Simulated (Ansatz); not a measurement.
## What a trial cell of Ti3SnC2 relaxes into

Computed with DFT r2SCAN, scalar-relativistic, plane waves, PAW in Ansatz. Cutoff 500 eV, Γ-centred k mesh, Gaussian smearing, no spin polarisation in the final step.

Ti3SnC2 was placed on the sites of a reported ZrCo3B2 cell (P6/mmm, No. 191), with Sn in place of Zr, C in place of B, Ti in place of Co, at a guessed volume.

```xyz
6
Lattice="5.2671 0.0000 0.0000 -2.6335 4.5614 0.0000 0.0000 0.0000 3.2958" Properties=species:S:1:pos:R:3 pbc="T T T"
Ti    2.6335    0.0000    1.6479
Ti    1.3168    2.2807    1.6479
Ti   -1.3168    2.2807    1.6479
Sn    0.0000    0.0000    0.0000
C     0.0000    3.0409    0.0000
C     2.6335    1.5205    0.0000
```

Steps on the 12×12×12 mesh (6 atoms). 5 of 6 steps are shown, and the free energy counts from the last. Trial steps that were taken back and renewals of the plane-wave basis can be among the rows.

```
step  ΔF (meV/atom) V (Å³/atom) P (GPa)
   1          201.9        13.20     2.40
   2           51.3        13.41     0.57
   3            2.1        13.41     2.52
   4            0.4        13.62    -0.05
   6            0.0        13.62     0.03
```

A final relaxation ran on a 12×12×12 mesh. The relaxed crystal, P6/mmm (No. 191):

Space group P6/mmm (No. 191). a = 5.630 Å, b = 5.630 Å, c = 2.976 Å, α = 90.00°, β = 90.00°, γ = 120.00°
```tsv
atom	site	symmetry	x	y	z
Ti	3g	mmm	0.5000	0.0000	0.5000
Sn	1a	6/mmm	0.0000	0.0000	0.0000
C	2c	-6m2	0.3333	0.6667	0.0000
```

For Ti3SnC2, the volume per atom is 13.62 Å³, the density is 5.82 g/cm³ and the energy over the elements is -0.34 eV/atom. The gap on the 12×12×12 mesh is 0 eV (a metal).

Energies over the elements count from the elements' standard structures at the same level, with no empirical corrections.

The final run used a 12×12×12 mesh on its 6-atom cell and 0.10 eV smearing. For metals, differences of a few meV/atom aren't resolved.

Symmetry constrained the relaxation, so the result can be a saddle point.

Cost: 2 runs of about 6.2 core-minutes in all, on Arm Neoverse V1 (shared hosts).